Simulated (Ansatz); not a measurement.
Input for Ansatz (development build ahead of 0.2.0):

```yaml
crystal:
  periodic: [false, false, false]
  atoms:
    - { symbol: C, position_ang: [0.25902, -0.31466, -0.20317] }
    - { symbol: O, position_ang: [1.15287, 0.48212, 0.0444] }
    - { symbol: C, position_ang: [-1.16229, -0.09438, 0.15282] }
    - { symbol: H, position_ang: [0.54177, -1.24193, -0.71963] }
    - { symbol: H, position_ang: [-1.3064, 0.85141, 0.64994] }
    - { symbol: H, position_ang: [-1.75773, -0.14615, -0.76553] }
    - { symbol: H, position_ang: [-1.48838, -0.92347, 0.79089] }
basis:
  gaussian: { orbitals: def2-SVP }
total_charge: 1
magnetization:
  spin_polarized: true
  initial_magnetization: 1
hamiltonian:
  xc: hf
output:
  forces: true
```

The input is written out in the form of the current development build from the run's settings.

Output:

```yaml
Converged: yes
Total_energy: -152.47507 hartree
Spin_squared_of_the_determinant: 0.775
Stability_test: minimum
```

Forces (eV/Å):
```json
{"atom": "C1", "Fx": "0.025", "Fy": "0.087", "Fz": "0.038"}
{"atom": "O2", "Fx": "-0.548", "Fy": "-0.577", "Fz": "-0.196"}
{"atom": "C3", "Fx": "-0.155", "Fy": "0.072", "Fz": "0.062"}
{"atom": "H4", "Fx": "0.410", "Fy": "0.131", "Fz": "-0.003"}
{"atom": "H5", "Fx": "-0.088", "Fy": "0.283", "Fz": "0.159"}
{"atom": "H6", "Fx": "0.181", "Fy": "-0.007", "Fz": "-0.014"}
{"atom": "H7", "Fx": "0.177", "Fy": "0.011", "Fz": "-0.046"}
```
